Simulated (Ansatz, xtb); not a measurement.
## Relative energy of two structures of H2NNaS

Structure I: `N[S][Na]`, a singlet. Structure II: a singlet given by its coordinates. Both are isolated molecules in the gas phase, relaxed with B3LYP-D3(BJ)/def2-SVP; the shapes shown needn't be the lowest conformers.

I (Å):

```yaml
atoms:
  - { symbol: N, position_ang: [-1.8609, 0.9440, -0.1486] }
  - { symbol: Na, position_ang: [1.2931, 1.6855, 1.1128] }
  - { symbol: S, position_ang: [-0.2086, 0.3459, -0.4031] }
  - { symbol: H, position_ang: [-2.1474, 0.8250, 0.8226] }
  - { symbol: H, position_ang: [-1.9297, 1.9358, -0.3745] }
```

II (Å):

```yaml
atoms:
  - { symbol: N, position_ang: [-0.7038, 1.4973, 0.3572] }
  - { symbol: Na, position_ang: [-2.9344, 1.1772, -0.1302] }
  - { symbol: S, position_ang: [-0.8816, -0.2018, -0.3533] }
  - { symbol: H, position_ang: [-0.0186, 1.9949, -0.2151] }
  - { symbol: H, position_ang: [-0.2578, 1.3983, 1.2715] }
```

Close contacts (Å): N1–Na2 2.31, N1–S3 1.85, Na2–S3 2.48, N1–H4 1.02, N1–H5 1.02.

Energies in hartree; the thermal terms are from B3LYP-D3(BJ)/def2-SVP harmonic frequencies (ideal gas, rigid rotor, one conformer each, 200 K, 1 atm) and include the zero-point energy:

```
                                I           II
E, CCSD(T)/def2-TZVPP  −615.642346  −615.663292
    zero-point energy     0.026749     0.027800
         H(200 K) − E     0.030185     0.030827
         G(200 K) − E     0.009453     0.011047
```

Task: Work out ΔE, ΔE₀, ΔH and ΔG for I → II in kcal/mol (1 Eh = 627.51 kcal/mol) and the equilibrium ratio [II]/[I].

Result: 1. ΔE = −615.663292 − (−615.642346) = −0.020946 Eh = −13.14 kcal/mol.
2. ΔE₀ = ΔE + ΔZPE = −0.020946 + (+0.001051) Eh = −12.48 kcal/mol.
3. ΔH = ΔE + (+0.000642) Eh = −12.74 kcal/mol.
4. ΔG = ΔE + (+0.001594) Eh = −12.14 kcal/mol, so ΔS = (ΔH − ΔG)/T = −12.5 J/(mol K).
5. kT = 0.6334 mEh, so K = [II]/[I] = exp(−ΔG/kT) = exp(+30.55) ≈ 1.9 × 10^13.

Structure II is favoured at this temperature. An error of 1 kcal/mol in ΔG would change K by a factor of 12. Mirror images and further conformers aren't counted.

Other levels gave ΔE = −12.9 (B3LYP-D3(BJ)/def2-SVP); −12.4 (HF/def2-TZVPP); −13.0 (MP2/def2-TZVPP) kcal/mol. The correlated steps freeze 7 core orbitals; the last core shell of Na is correlated, in a basis made for valence electrons. Programs: Ansatz 0.2.0.
